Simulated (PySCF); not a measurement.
## Which method gave which barrier?

Saddle point of Si2H7F, closed shell (Si₂H₆ ([SiH3][SiH3]) + HF → Si₂H₅F ([F][SiH2][SiH3]) + H₂; bonds formed: Si1–F7, H2–H6; bonds broken: Si1–H2, H6–F7), PBE0-D4/def2-TZVP structure:

| atom | x (Å) | y (Å) | z (Å) |
| --- | --- | --- | --- |
| Si1 | -0.8247 | -0.1223 | -0.2955 |
| H2 | -0.9077 | -1.8056 | -0.5182 |
| H3 | -1.5858 | 0.6333 | -1.3133 |
| H4 | -1.8501 | -0.4194 | 0.7621 |
| Si5 | 0.9576 | 0.8530 | 0.8562 |
| H6 | -0.2387 | -1.5742 | -1.1613 |
| F7 | 0.4420 | -0.7000 | -1.6901 |
| H8 | 0.4268 | 1.7485 | 1.9190 |
| H9 | 1.7429 | -0.2346 | 1.4994 |
| H10 | 1.8378 | 1.6213 | -0.0584 |

PySCF 2.14 with density fitting (its default auxiliary sets; JK sets also for MP2 and CCSD(T)); basis: def2-TZVPP, with def2-QZVPP for the basis limit; cores frozen in the correlated methods. Extrapolation: Hartree–Fock as exp(−7.88 √X), correlation as X^−2.97. Four methods, as single points on the PBE0-D4 structures, gave these electronic barriers from the start structure: 0.959, 1.317, 1.672, 2.164 eV.

Problem. The methods were, in alphabetical order, BHLYP-D4, HF, r2SCAN-D4, SPW92. Which gave which? (Judge from chemistry; the calculation decides.)

Solution. By the calculation: SPW92 0.959; r2SCAN-D4 1.317; BHLYP-D4 1.672; HF 2.164 eV. For comparison, CCSD(T) at an estimated basis limit (MP2 extrapolated from triple and quadruple zeta, plus CCSD(T) − MP2 in triple zeta) gives 1.569 eV.

T1 diagnostic: at most 0.015.

Labels in which every atom is bracketed show which atoms are joined, not bond orders.

For scale, one of the runs: CCSD(T)/def2-TZVPP, 213 basis functions, launched by `OMP_NUM_THREADS=4 python run.py`. The run took 13 min on 4 CPU threads of an Intel Xeon (shared host), with 2.7 GiB of host memory at its peak.
